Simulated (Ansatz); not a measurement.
This geometry of AlH3NS (6 atoms, charge 0, multiplicity 2) is a first-order saddle point.

All numbers below come from UKS PBE-D4/def2-SVP (Ansatz).

```xyz
6
Properties=species:S:1:pos:R:3
N -0.670 0.582 -1.018
Al 0.552 -0.474 -0.170
S 0.448 -0.415 2.055
H -0.346 1.398 -1.552
H -1.418 0.141 -1.568
H 1.477 -1.297 2.206
```

Q: Which two structures does it join? (They come from a converged band through this point; their orientation in space is the band's.)

A: No bond is made or broken. The dihedral H5–N1–Al2–S3 goes from -180 to 0°. The two ends are copies of one structure, up to a mirror image or an exchange of like atoms.

First end point:

```xyz
6
Properties=species:S:1:pos:R:3
N -0.921 0.198 -0.986
Al 0.143 -0.799 0.053
S 1.381 0.312 1.541
H -0.989 1.220 -0.955
H -1.544 -0.173 -1.707
H 1.973 -0.822 2.007
```

Last end point:

```xyz
6
Properties=species:S:1:pos:R:3
N -0.363 0.982 -0.867
Al 0.781 0.090 0.183
S -0.045 -1.700 1.229
H -0.129 1.820 -1.404
H -1.344 0.731 -1.020
H 1.142 -1.986 1.833
```

Q: How far does it lie above each of them?

A: 4.4 kcal/mol above the first and 4.4 kcal/mol above the second. This is the barrier of this one path; another mechanism may lie lower.

Time of the run: 37 s on 1 thread of AMD EPYC 9R45 96-Core Processor (Zen 5), on a shared host, peak memory 0.15 GiB.
